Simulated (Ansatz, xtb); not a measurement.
# PHF2 (difluorophosphine): the vertical energy of the triplet above the singlet, rung by rung

PHF2: 4 atoms, total charge 0, spin state singlet. As SMILES, `FPF`. Geometry: relaxed at GFN2-xTB.

Quantity: the vertical energy of the triplet above the singlet, in eV. The values are calculated.

| level | kind | program | value (eV) | less FCI/STO-3G | CPU time (all runs) |
| --- | --- | --- | --- | --- | --- |
| GFN1-xTB | semi-empirical | xtb | 5.96 | -1.56 | under 2 s |
| HF/STO-3G | Hartree–Fock | Ansatz | 7.57 | +0.05 | 0.48 s |
| SVWN5/STO-3G | LDA | Ansatz | 6.43 | -1.09 | 2.2 s |
| BLYP/STO-3G | GGA | Ansatz | 6.49 | -1.03 | 4 s |
| BHLYP/STO-3G | global hybrid | Ansatz | 7.29 | -0.23 | 5.7 s |
| wB97X/STO-3G | range-separated hybrid | Ansatz | 6.99 | -0.53 | 19 s |
| RPA@PBE/STO-3G | RPA | Ansatz | 6.90 | -0.62 | 5.1 s |
| BCCD(T)/STO-3G | coupled cluster or CI | Ansatz | 7.59 | +0.07 | 1.1 s |
| CCSDT(Q)/STO-3G | coupled cluster or CI | Ansatz | 7.51 | -0.01 | 2.4 s |
| FCI/STO-3G | exact in the basis | Ansatz | 7.52 | 0.00 | 1.2 s |

FCI/STO-3G is exact within its basis and frozen core, so for wave-function methods in that basis the difference is their error; functionals converge differently with the basis, so for them it is only a difference. The values span 5.96 to 7.59 eV. The xTB rows lack spin polarisation, so open shells miss the exchange term that lowers them. A triplet this far above the singlet is often a Rydberg-like or dissociative state; sets without diffuse functions put Rydberg states too high. All rows use very small basis sets, so none should be taken for the real molecule's value. Times are those of the runs behind each value, whatever else they computed, on shared processors of several kinds: orders of magnitude only.
